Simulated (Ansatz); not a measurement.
Total energies of the cluster AlN2 (the lowest doublet isomer of a short search) from Ansatz at PBE-D4/def2-TZVP, gas phase (1 Eh = 27.2114 eV = 2625.5 kJ/mol). The reference geometry is relaxed at r2SCAN-D4/def2-TZVP.

```xyz
3

Al    0.1025    0.1078   -1.6886
N    -0.0207   -0.0248    0.2800
N    -0.0817   -0.0830    1.4086
```

```tsv
state	geometry	energy (Eh)
charge 0 doublet	reference	-351.69692
charge 1 singlet	reference	-351.44317
charge 0 quartet	relaxed at r2SCAN-D4/def2-TZVP	-351.62885
free Al atom (doublet)	–	-242.22759
free N atom (quartet)	–	-54.53214
```

**Question.** Work out the vertical ionisation energy to the singlet.

**Answer.** E(charge 1 singlet) − E(charge 0 doublet) = -351.44317 − (-351.69692) = 0.25375 Eh = 6.90 eV. For comparison, −ε of the highest occupied level of the spin that leaves is 3.80 eV at this level, 3.10 eV less.

**Question.** Which of the charge 0 states is lowest, and how far above it are the others?

**Answer.** The doublet. quartet: -351.62885 − (-351.69692) = 0.06807 Eh = 178.7 kJ/mol.

**Question.** What is the binding energy per atom against free atoms?

**Answer.** Atoms: 1 × (-242.22759) + 2 × (-54.53214) = -351.29187 Eh. Binding: -351.29187 − (-351.69692) = 0.40505 Eh = 11.02 eV, or 3.67 eV for each of 3 atoms (no zero-point energy, no counterpoise term).

The structure comes from a short search, and lower isomers may exist.
